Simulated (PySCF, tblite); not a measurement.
**epichlorohydrin (C₃H₅ClO): dynamics, then NMR shifts on frames**

Aim: move epichlorohydrin (C₃H₅ClO) (`ClC[C@@H]1CO1`) away from its starting geometry and see how NMR shifts follow the geometry.

Programs: tblite 0.8.0 and PySCF 2.14.0, with density-fitted response routines of our own. Each step states its level of theory. These are calculated values for one molecule in the gas phase, unless marked as measured. Atoms are numbered from 0 throughout.

### 1 The starting structure

10 atoms, charge 0, multiplicity 1; geometry from: GFN2-xTB.

Bonds of the start (Å): Cl0–C1 1.78, C1–C2 1.51, C2–C3 1.47, C3–O4 1.40, O4–C2 1.39, C1–H5 1.09, C1–H6 1.09, C2–H7 1.09, C3–H8 1.08, C3–H9 1.08.

### 2 Dynamics with GFN2-xTB

The job: settings as JSON, then the geometry in Å.

```
{"job": {"kind": "md", "xc": "GFN2-xTB", "basis": "xTB", "temperature": 300, "steps": 2000, "every": 50, "frames": 5}, "charge": 0, "multiplicity": 1}
Cl     2.128087     0.464749     1.022689
C      1.165867    -0.221403    -0.313345
C     -0.195721     0.422754    -0.336251
C     -1.281823    -0.098807     0.497178
O     -1.237180    -0.326684    -0.882005
H      1.081507    -1.295508    -0.148418
H      1.710197    -0.027865    -1.237431
H     -0.200147     1.480549    -0.588430
H     -2.061177     0.571545     0.840081
H     -1.100727    -0.964676     1.123403
```

With the program's defaults for keys left out, this is: GFN2-xTB Langevin dynamics, gas phase.

Started as:

```sh
$ OMP_NUM_THREADS=1 python probes_run.py task.json out
```

The driver reads the jobs from task.json and runs them one after another.

The log of the run:

```text
t/fs     T/K      E/eV
    0.0   254.2   -477.71293
   25.0   155.7   -477.47989
   50.0   234.8   -477.48502
   75.0   310.8   -477.42234
  100.0   323.5   -477.51446
  125.0   203.2   -477.38293
  150.0   205.8   -477.37405
  175.0   173.7   -477.46128
  200.0   174.3   -477.46215
  225.0   307.8   -477.41056
  250.0   311.4   -477.41469
  275.0   260.3   -477.41381
  300.0   293.8   -477.52241
  325.0   288.5   -477.35243
  350.0   381.8   -477.39928
  375.0   224.7   -477.28923
  400.0   269.8   -477.39757
  425.0   291.8   -477.41650
  450.0   279.5   -477.38604
  475.0   287.6   -477.37607
  500.0   374.3   -477.50340
  525.0   310.4   -477.47806
  550.0   301.8   -477.37751
  575.0   406.7   -477.42113
  600.0   165.0   -477.10839
  625.0   326.1   -477.33476
  650.0   280.4   -477.29059
  675.0   368.6   -477.29958
  700.0   403.4   -477.44526
  725.0   436.8   -477.43148
  750.0   422.2   -477.36167
  775.0   331.1   -477.35972
  800.0   319.0   -477.40185
  825.0   382.4   -477.22797
  850.0   431.2   -477.30722
  875.0   347.6   -477.26501
  900.0   300.1   -477.32585
  925.0   441.1   -477.38823
  950.0   394.3   -477.38483
  975.0   461.1   -477.42452
 1000.0   569.5   -477.49815
```

Wall time 7.5 s (1 thread of Arm Neoverse V1, shared host); peak memory 0.19 GiB.

Distance from the start (root mean square after alignment): 0 fs 0.00 Å, 200 fs 0.11 Å, 400 fs 0.09 Å, 600 fs 0.28 Å, 800 fs 0.07 Å, 1000 fs 0.07 Å.

Positions (Å) and forces (eV/Å) at 1000 fs:

```xyz
10

Cl    1.584    0.622    0.113    0.508    0.201    0.077
C    -0.114    0.874   -0.286    0.028    0.620   -1.941
C    -0.899    0.596    0.913   -1.352   -0.078    1.011
C    -1.363   -0.753    1.255    0.242    0.860    0.658
O    -2.264    0.236    0.791    1.190   -0.660    0.040
H    -0.308    0.166   -1.118   -0.208    0.430    0.340
H    -0.297    1.935   -0.634    0.424   -1.012    0.236
H    -0.673    1.276    1.714   -0.103    0.307    0.445
H    -1.413   -0.997    2.329   -0.171   -0.082   -0.711
H    -0.981   -1.489    0.574   -0.558   -0.584   -0.155
```

### 3 Shielding tensors: 250 fs, PBE0/pcSseg-1

The job: settings as JSON, then the geometry in Å.

```
{"job": {"kind": "nmr", "xc": "PBE0", "basis": "pcSseg-1", "pop": false}, "charge": 0, "multiplicity": 1}
Cl     2.128500     0.418800     1.046600
C      1.093900    -0.115900    -0.276500
C     -0.299900     0.420700    -0.200600
C     -1.425200    -0.409600     0.321400
O     -1.239900    -0.101100    -1.050400
H      0.989600    -1.229300    -0.082900
H      1.572300     0.123600    -1.279300
H     -0.354600     1.512200    -0.048900
H     -2.395200    -0.007600     0.650400
H     -1.315600    -1.496900     0.556000
```

Method: GIAO PBE0/pcSseg-1 NMR shielding, non-relativistic, gas phase.

The log of the run:

```text
coarse grid: 9072 points
cycle   1  E = -652.1854764098  dE =  6.913e-01  |g| = 5.417e-01  |ddm| = 2.771e+00
cycle   2  E = -652.0999157831  dE =  8.556e-02  |g| = 8.806e-01  |ddm| = 1.114e+00
cycle   3  E = -652.2414972511  dE = -1.416e-01  |g| = 6.556e-02  |ddm| = 7.359e-01
cycle   4  E = -652.2423429900  dE = -8.457e-04  |g| = 2.169e-02  |ddm| = 8.526e-02
cycle   5  E = -652.2424309806  dE = -8.799e-05  |g| = 6.683e-03  |ddm| = 2.725e-02
cycle   6  E = -652.2424393527  dE = -8.372e-06  |g| = 2.697e-03  |ddm| = 7.266e-03
final grid: 83440 points
cycle   7  E = -652.2818213098  dE = -1.938e-05  |g| = 1.078e-02  |ddm| = 1.995e-02
cycle   8  E = -652.2817888247  dE =  3.249e-05  |g| = 1.720e-02  |ddm| = 1.588e-02
cycle   9  E = -652.2818414201  dE = -5.260e-05  |g| = 1.103e-03  |ddm| = 1.069e-02
cycle  10  E = -652.2818416427  dE = -2.226e-07  |g| = 2.589e-04  |ddm| = 1.064e-03
cycle  11  E = -652.2818416572  dE = -1.444e-08  |g| = 6.030e-05  |ddm| = 2.381e-04
cycle  12  E = -652.2818416579  dE = -7.395e-10  |g| = 2.423e-05  |ddm| = 6.555e-05
converged SCF energy = -652.2818416579

GIAO shielding tensors (ppm)
atom      isotropic    diamagn.    paramagn.     s11        s22        s33       span
  0 Cl     891.842    1145.598    -253.757    760.532    828.513   1086.480    325.947
  1 C      133.686     245.871    -112.185    105.676    139.902    155.479     49.803
  2 C      131.989     246.887    -114.898     76.840    139.706    179.420    102.580
  3 C      136.174     250.165    -113.990     93.424    130.556    184.543     91.119
  4 O      311.837     394.983     -83.146    160.503    364.298    410.710    250.207
  5 H       27.468      27.975      -0.507     21.570     28.435     32.400     10.830
  6 H       26.717      26.810      -0.093     20.499     27.154     32.499     12.001
  7 H       28.411      28.766      -0.355     21.797     27.880     35.556     13.759
  8 H       28.432      28.399       0.033     22.745     25.826     36.725     13.981
  9 H       28.584      28.878      -0.293     23.914     26.870     34.970     11.056
```

Wall time 10 s (1 thread of Arm Neoverse V1, shared host); peak memory 0.54 GiB.

Shifts follow as δ = σ(reference) − σ, with reference shieldings (ppm) from runs at the same level and on the same kind of geometry: ¹H TMS 31.72, ¹³C TMS 186.9, ¹⁷O H2O 336.1, ³⁵Cl HCl 950. The references are single molecules in the gas phase, so shifts against H2O, NH3, PH3, H3PO4 or CFCl3 are not on the usual liquid scales and can be off by tens of ppm. Each atom is listed at this fixed geometry, with no averaging over motion; a spectrum would average atoms that exchange fast.

```csv
atoms,environment,σ (ppm),δ (ppm)
C2,epoxide ring carbon,132.0,54.9
C1,sp3 CH2 bonded to Cl,133.7,53.2
C3,epoxide ring carbon,136.2,50.8
H6,hydrogen on an sp3 CH2 bonded to Cl,26.72,5.00
H5,hydrogen on an sp3 CH2 bonded to Cl,27.47,4.25
H7,hydrogen on an epoxide ring carbon,28.41,3.31
H8,hydrogen on an epoxide ring carbon,28.43,3.28
H9,hydrogen on an epoxide ring carbon,28.58,3.13
Cl0,chlorine bonded to C,892,58
O4,ether oxygen,311.8,24.2
```

Ring of atoms C2, C3, O4: NICS(0) -45.6, NICS(1) -6.2, NICS(1)zz -21.1 ppm (means of both faces).

In rings of three or four atoms NICS is ruled by the nearby σ bonds, so it says little on aromaticity.

Orbitals, density, ELF and potential are computed afterwards from the orbital file.

Frontier orbitals at PBE0/pcSseg-1, with the share of their density that lies nearest to each atom:

```csv
orbital,energy (eV),lies on
HOMO,-8.07,O4 57 %; Cl0 12 %; H7 7 %
LUMO,0.82,Cl0 39 %; C1 25 %; H6 11 %
```

ELF in a plane through or near 5 of the atoms.

Values, 10 rows by 14 columns:
```
0.00 0.00 0.00 0.00 0.00 0.00 0.00 0.00 0.00 0.00 0.00 0.00 0.00 0.00
0.00 0.00 0.00 0.00 0.00 0.00 0.00 0.01 0.00 0.00 0.00 0.00 0.00 0.00
0.00 0.00 0.00 0.00 0.00 0.02 0.82 0.92 0.12 0.00 0.00 0.00 0.00 0.00
0.00 0.00 0.00 0.01 0.02 0.03 0.89 0.97 0.18 0.01 0.01 0.01 0.00 0.00
0.00 0.00 0.08 0.06 0.29 0.51 0.72 0.74 0.37 0.32 0.76 0.75 0.01 0.00
0.00 0.01 0.17 0.12 0.51 0.50 0.80 0.50 0.35 0.24 0.78 0.58 0.01 0.00
0.00 0.00 0.08 0.07 0.24 0.98 0.93 0.03 0.94 0.98 0.32 0.01 0.00 0.00
0.00 0.00 0.00 0.00 0.09 0.96 0.89 0.01 0.98 0.99 0.57 0.00 0.00 0.00
0.00 0.00 0.00 0.00 0.00 0.01 0.01 0.00 0.02 0.05 0.00 0.00 0.00 0.00
0.00 0.00 0.00 0.00 0.00 0.00 0.00 0.00 0.00 0.00 0.00 0.00 0.00 0.00
```
The map spans 9.8 Å across and 8.3 Å up, centred on the molecule. Atoms in the plane (x, y in Å): C1 (-1.2, -0.1), C2 (0.1, 0.6), C3 (1.4, -0.2), H5 (-1.0, -1.2), H9 (1.4, -1.3).

On the surface of density 0.002 e/bohr³ the electrostatic potential runs, from the 1st to the 99th percentile, from -1.24 V near O4 to 1.12 V near H5.

### 4 Shielding tensors: 425 fs, PBE0/pcSseg-1

The job: settings as JSON, then the geometry in Å.

```
{"job": {"kind": "nmr", "xc": "PBE0", "basis": "pcSseg-1", "pop": false}, "charge": 0, "multiplicity": 1}
Cl     2.138700     0.346700     1.063800
C      1.089200     0.213800    -0.353300
C     -0.338300     0.249100    -0.003900
C     -1.051300    -0.938900     0.494300
O     -1.253800    -0.409800    -0.778600
H      1.411100    -0.637300    -0.921100
H      1.311000     1.035800    -0.988800
H     -0.725000     1.116200     0.417300
H     -1.754300    -0.717700     1.250100
H     -0.456400    -1.821300     0.647600
```

Method: GIAO PBE0/pcSseg-1 NMR shielding, non-relativistic, gas phase.

The log of the run:

```text
coarse grid: 9072 points
cycle   1  E = -652.1945160032  dE =  8.918e-01  |g| = 4.876e-01  |ddm| = 2.838e+00
cycle   2  E = -652.1424828310  dE =  5.203e-02  |g| = 7.378e-01  |ddm| = 9.409e-01
cycle   3  E = -652.2398273851  dE = -9.734e-02  |g| = 6.717e-02  |ddm| = 5.906e-01
cycle   4  E = -652.2406960138  dE = -8.686e-04  |g| = 1.819e-02  |ddm| = 7.437e-02
cycle   5  E = -652.2407586093  dE = -6.260e-05  |g| = 4.455e-03  |ddm| = 2.147e-02
cycle   6  E = -652.2407617450  dE = -3.136e-06  |g| = 2.028e-03  |ddm| = 4.907e-03
final grid: 83440 points
cycle   7  E = -652.2798309352  dE = -2.953e-05  |g| = 1.027e-02  |ddm| = 2.095e-02
cycle   8  E = -652.2798080298  dE =  2.291e-05  |g| = 1.526e-02  |ddm| = 1.417e-02
cycle   9  E = -652.2798494403  dE = -4.141e-05  |g| = 1.398e-03  |ddm| = 9.296e-03
cycle  10  E = -652.2798498000  dE = -3.598e-07  |g| = 2.336e-04  |ddm| = 1.221e-03
cycle  11  E = -652.2798498112  dE = -1.113e-08  |g| = 5.631e-05  |ddm| = 2.297e-04
cycle  12  E = -652.2798498118  dE = -6.485e-10  |g| = 1.791e-05  |ddm| = 6.617e-05
converged SCF energy = -652.2798498118

GIAO shielding tensors (ppm)
atom      isotropic    diamagn.    paramagn.     s11        s22        s33       span
  0 Cl     899.725    1145.772    -246.047    750.308    849.273   1099.595    349.287
  1 C      143.792     244.799    -101.007    114.174    143.675    173.527     59.353
  2 C      146.434     247.714    -101.280     89.739    155.734    193.828    104.089
  3 C      150.535     253.015    -102.480    101.128    154.245    196.233     95.104
  4 O      307.553     394.347     -86.795    158.391    362.947    401.320    242.929
  5 H       29.255      29.204       0.051     23.062     29.292     35.411     12.349
  6 H       28.382      28.977      -0.595     22.008     28.589     34.549     12.541
  7 H       30.552      31.534      -0.982     23.131     29.326     39.198     16.067
  8 H       30.337      30.566      -0.229     24.987     26.604     39.419     14.431
  9 H       29.972      30.387      -0.415     25.321     27.772     36.821     11.500
```

It took 7.1 s on 1 thread of Arm Neoverse V1, shared host; peak memory 0.55 GiB.

This run: δ C1 43.1, C2 40.5, C3 36.4, Cl0 50, H6 3.34, H5 2.46 ppm.

### 5 Shielding tensors: 625 fs, PBE0/pcSseg-1

The job: settings as JSON, then the geometry in Å.

```
{"job": {"kind": "nmr", "xc": "PBE0", "basis": "pcSseg-1", "pop": false}, "charge": 0, "multiplicity": 1}
Cl     2.375200     0.185700     0.798800
C      0.986000     0.370600    -0.356500
C     -0.355500     0.017500     0.489900
C     -0.579000    -1.334300     0.979900
O     -1.164700    -0.874000    -0.193600
H      1.185900    -0.421700    -1.060200
H      0.929000     1.426600    -0.652700
H     -0.871300     0.888700     0.851500
H     -1.157800    -1.517500     1.856500
H      0.280700    -1.975300     0.791300
```

Method: GIAO PBE0/pcSseg-1 NMR shielding, non-relativistic, gas phase.

The log of the run:

```text
coarse grid: 9072 points
cycle   1  E = -652.1767865228  dE =  6.716e-01  |g| = 5.416e-01  |ddm| = 2.736e+00
cycle   2  E = -652.0962384126  dE =  8.055e-02  |g| = 8.653e-01  |ddm| = 1.024e+00
cycle   3  E = -652.2342013089  dE = -1.380e-01  |g| = 6.448e-02  |ddm| = 6.403e-01
cycle   4  E = -652.2349942995  dE = -7.930e-04  |g| = 2.381e-02  |ddm| = 8.169e-02
cycle   5  E = -652.2350985868  dE = -1.043e-04  |g| = 7.562e-03  |ddm| = 2.787e-02
cycle   6  E = -652.2351103334  dE = -1.175e-05  |g| = 2.620e-03  |ddm| = 7.633e-03
cycle   7  E = -652.2351119892  dE = -1.656e-06  |g| = 2.358e-04  |ddm| = 2.220e-03
final grid: 83440 points
cycle   8  E = -652.2752962238  dE = -2.443e-05  |g| = 1.011e-02  |ddm| = 1.899e-02
cycle   9  E = -652.2752723869  dE =  2.384e-05  |g| = 1.520e-02  |ddm| = 1.428e-02
cycle  10  E = -652.2753148225  dE = -4.244e-05  |g| = 1.435e-03  |ddm| = 9.171e-03
cycle  11  E = -652.2753151924  dE = -3.700e-07  |g| = 2.526e-04  |ddm| = 1.187e-03
cycle  12  E = -652.2753152056  dE = -1.311e-08  |g| = 6.860e-05  |ddm| = 2.726e-04
cycle  13  E = -652.2753152065  dE = -9.826e-10  |g| = 2.422e-05  |ddm| = 8.695e-05
converged SCF energy = -652.2753152065

GIAO shielding tensors (ppm)
atom      isotropic    diamagn.    paramagn.     s11        s22        s33       span
  0 Cl     857.628    1145.691    -288.063    662.114    830.473   1080.298    418.184
  1 C      123.373     245.793    -122.420     91.269    131.713    147.136     55.867
  2 C      128.577     248.204    -119.627     72.401    128.595    184.736    112.334
  3 C      145.800     252.840    -107.040     98.261    152.590    186.548     88.288
  4 O      300.354     394.974     -94.620    141.555    341.999    417.508    275.952
  5 H       28.139      29.224      -1.085     22.296     28.428     33.693     11.397
  6 H       26.889      28.315      -1.426     21.710     27.012     31.945     10.234
  7 H       28.436      30.357      -1.921     22.390     27.094     35.823     13.433
  8 H       29.260      29.613      -0.353     24.488     25.976     37.315     12.827
  9 H       29.316      30.009      -0.693     24.321     27.564     36.063     11.742
```

Wall time 7.2 s (1 thread of Arm Neoverse V1, shared host); peak memory 0.56 GiB.

This run: δ C1 63.6, C2 58.3, C3 41.1, Cl0 92, H6 4.83, H5 3.58 ppm.

### 6 NMR shieldings: 800 fs, PBE0/pcSseg-1

The job: settings as JSON, then the geometry in Å.

```
{"job": {"kind": "nmr", "xc": "PBE0", "basis": "pcSseg-1", "pop": false}, "charge": 0, "multiplicity": 1}
Cl     2.306200     0.450200     0.532200
C      0.600500     0.408600    -0.198700
C     -0.439300     0.283600     0.834700
C     -0.777400    -1.073400     1.280300
O     -1.686600    -0.300700     0.413600
H      0.643100    -0.403000    -0.921300
H      0.441700     1.279600    -0.775700
H     -0.583900     1.092800     1.521400
H     -1.101200    -1.134000     2.286800
H     -0.273500    -1.927300     0.794400
```

Level: GIAO PBE0/pcSseg-1 NMR shielding, non-relativistic, gas phase.

The log of the run:

```text
coarse grid: 9072 points
cycle   1  E = -652.1868681824  dE =  6.064e-01  |g| = 5.375e-01  |ddm| = 2.759e+00
cycle   2  E = -652.0754450813  dE =  1.114e-01  |g| = 9.439e-01  |ddm| = 1.134e+00
cycle   3  E = -652.2436815647  dE = -1.682e-01  |g| = 7.612e-02  |ddm| = 7.606e-01
cycle   4  E = -652.2448153077  dE = -1.134e-03  |g| = 2.747e-02  |ddm| = 9.785e-02
cycle   5  E = -652.2449573660  dE = -1.421e-04  |g| = 9.209e-03  |ddm| = 3.346e-02
cycle   6  E = -652.2449760676  dE = -1.870e-05  |g| = 2.780e-03  |ddm| = 9.438e-03
cycle   7  E = -652.2449778704  dE = -1.803e-06  |g| = 3.177e-04  |ddm| = 2.439e-03
final grid: 83440 points
cycle   8  E = -652.2845475957  dE = -1.913e-05  |g| = 1.178e-02  |ddm| = 2.031e-02
cycle   9  E = -652.2844972371  dE =  5.036e-05  |g| = 2.019e-02  |ddm| = 1.895e-02
cycle  10  E = -652.2845732504  dE = -7.601e-05  |g| = 1.643e-03  |ddm| = 1.277e-02
cycle  11  E = -652.2845737575  dE = -5.072e-07  |g| = 3.253e-04  |ddm| = 1.433e-03
cycle  12  E = -652.2845737795  dE = -2.193e-08  |g| = 9.589e-05  |ddm| = 3.762e-04
cycle  13  E = -652.2845737816  dE = -2.095e-09  |g| = 2.650e-05  |ddm| = 1.137e-04
cycle  14  E = -652.2845737817  dE = -1.614e-10  |g| = 5.737e-06  |ddm| = 2.311e-05
converged SCF energy = -652.2845737817

GIAO shielding tensors (ppm)
atom      isotropic    diamagn.    paramagn.     s11        s22        s33       span
  0 Cl     837.941    1145.666    -307.725    655.658    750.313   1107.853    452.195
  1 C      129.169     246.202    -117.032     93.808    126.285    167.416     73.608
  2 C      134.154     247.907    -113.753     82.700    152.929    166.832     84.132
  3 C      133.844     252.070    -118.226     93.069    139.842    168.622     75.553
  4 O      276.555     394.697    -118.142    116.049    319.520    394.096    278.048
  5 H       28.524      29.624      -1.100     22.787     28.957     33.829     11.042
  6 H       28.342      29.779      -1.437     22.496     28.763     33.766     11.269
  7 H       28.959      29.798      -0.840     22.369     28.115     36.391     14.022
  8 H       29.433      29.340       0.092     24.648     26.147     37.504     12.856
  9 H       28.782      29.174      -0.392     24.741     26.773     34.833     10.092
```

Run time: 7.5 s. Hardware: 1 thread of Arm Neoverse V1, shared host; peak memory 0.55 GiB.

This run: δ C1 57.8, C3 53.1, C2 52.8, Cl0 112, H6 3.38, H5 3.19 ppm.

### 7 NMR shieldings: 1000 fs, PBE0/pcSseg-1

The job: settings as JSON, then the geometry in Å.

```
{"job": {"kind": "nmr", "xc": "PBE0", "basis": "pcSseg-1", "pop": false}, "charge": 0, "multiplicity": 1}
Cl     1.584300     0.622000     0.113300
C     -0.113600     0.873500    -0.286300
C     -0.899300     0.595600     0.913100
C     -1.362500    -0.753200     1.254600
O     -2.264100     0.236400     0.791200
H     -0.307800     0.165900    -1.118200
H     -0.296600     1.935100    -0.634000
H     -0.673100     1.276400     1.714000
H     -1.413200    -0.997400     2.329300
H     -0.981100    -1.489400     0.573900
```

Level: GIAO PBE0/pcSseg-1 NMR shielding, non-relativistic, gas phase.

The log of the run:

```text
coarse grid: 9072 points
cycle   1  E = -652.1936724518  dE =  7.450e-01  |g| = 5.117e-01  |ddm| = 2.788e+00
cycle   2  E = -652.1169014265  dE =  7.677e-02  |g| = 8.342e-01  |ddm| = 1.052e+00
cycle   3  E = -652.2446356754  dE = -1.277e-01  |g| = 7.056e-02  |ddm| = 6.819e-01
cycle   4  E = -652.2456223300  dE = -9.867e-04  |g| = 2.152e-02  |ddm| = 8.575e-02
cycle   5  E = -652.2457119176  dE = -8.959e-05  |g| = 5.277e-03  |ddm| = 2.545e-02
cycle   6  E = -652.2457166293  dE = -4.712e-06  |g| = 2.207e-03  |ddm| = 5.404e-03
final grid: 83440 points
cycle   7  E = -652.2853080037  dE = -2.157e-05  |g| = 1.072e-02  |ddm| = 2.049e-02
cycle   8  E = -652.2852750452  dE =  3.296e-05  |g| = 1.726e-02  |ddm| = 1.581e-02
cycle   9  E = -652.2853278820  dE = -5.284e-05  |g| = 1.326e-03  |ddm| = 1.066e-02
cycle  10  E = -652.2853282148  dE = -3.328e-07  |g| = 2.498e-04  |ddm| = 1.227e-03
cycle  11  E = -652.2853282279  dE = -1.313e-08  |g| = 5.783e-05  |ddm| = 2.275e-04
cycle  12  E = -652.2853282286  dE = -6.704e-10  |g| = 2.369e-05  |ddm| = 6.570e-05
converged SCF energy = -652.2853282286

GIAO shielding tensors (ppm)
atom      isotropic    diamagn.    paramagn.     s11        s22        s33       span
  0 Cl     885.780    1147.235    -261.455    742.283    829.685   1085.373    343.090
  1 C      135.966     246.934    -110.968    112.634    137.463    157.800     45.166
  2 C      137.938     250.366    -112.428     79.390    150.993    183.429    104.039
  3 C      140.327     252.246    -111.919     96.937    147.286    176.759     79.822
  4 O      294.629     395.446    -100.817    140.558    345.015    398.313    257.754
  5 H       28.149      29.191      -1.042     22.421     28.047     33.980     11.559
  6 H       26.797      27.526      -0.729     21.083     26.400     32.908     11.824
  7 H       29.271      30.033      -0.762     22.603     28.584     36.626     14.024
  8 H       28.583      28.090       0.494     23.681     25.295     36.775     13.094
  9 H       29.802      30.405      -0.603     25.356     27.963     36.086     10.729
```

It took 7.1 s on 1 thread of Arm Neoverse V1, shared host; peak memory 0.56 GiB.

Key values: δ C1 51.0, C2 49.0, C3 46.6, Cl0 64, H6 4.92, H5 3.57 ppm.

### 8 Run by run: NMR shifts

Shifts (ppm) of some atoms, chosen among heavy atoms and hydrogens apart, with basis size and wall time:

```csv
frame,C2,C1,C3,H7,H8,Cl0,O4,functions,time
250 fs,54.9,53.2,50.8,3.31,3.28,58,24.2,117,10 s
425 fs,40.5,43.1,36.4,1.17,1.38,50,28.5,117,7.1 s
625 fs,58.3,63.6,41.1,3.28,2.46,92,35.7,117,7.2 s
800 fs,52.8,57.8,53.1,2.76,2.28,112,59.5,117,7.5 s
1000 fs,49.0,51.0,46.6,2.45,3.13,64,41.5,117,7.1 s
```

### 9 Outcome

| quantity | value |
| --- | --- |
| thermostat | 300 K |
| mean temperature, second half | 370 K |
| mean potential energy above the minimum | 0.35 eV |
| ¹³C shifts against TMS (PBE0/pcSseg-1, 250 fs) | 54.9, 53.2, 50.8 ppm |
| ¹H shifts against TMS (PBE0/pcSseg-1, 250 fs) | 5.00, 4.25, 3.31, 3.28, 3.13 ppm |
| ³⁵Cl shifts against HCl (PBE0/pcSseg-1, 250 fs) | 58 ppm |
| ¹⁷O shifts against H2O (PBE0/pcSseg-1, 250 fs) | 24.2 ppm |
| surface potential, 1st and 99th percentile | -1.24 V and 1.12 V |
| range of the shift of Cl0 | 50 to 112 ppm |

In words: In the second half the potential energy averages 0.35 eV above the minimum; equipartition over 24 harmonic modes at 300 K would give 0.31 eV. With 10 atoms the temperature swings widely (156 to 570 K). Shifts at one fixed geometry are not the observed spectrum, which averages over the motion. In the first frame run (250 fs): The largest span, 326 ppm, is at Cl0, where the paramagnetic term is -254 ppm. Across the 5 runs the shift of Cl0 moves most, between 50 (425 fs) and 112 ppm (800 fs).
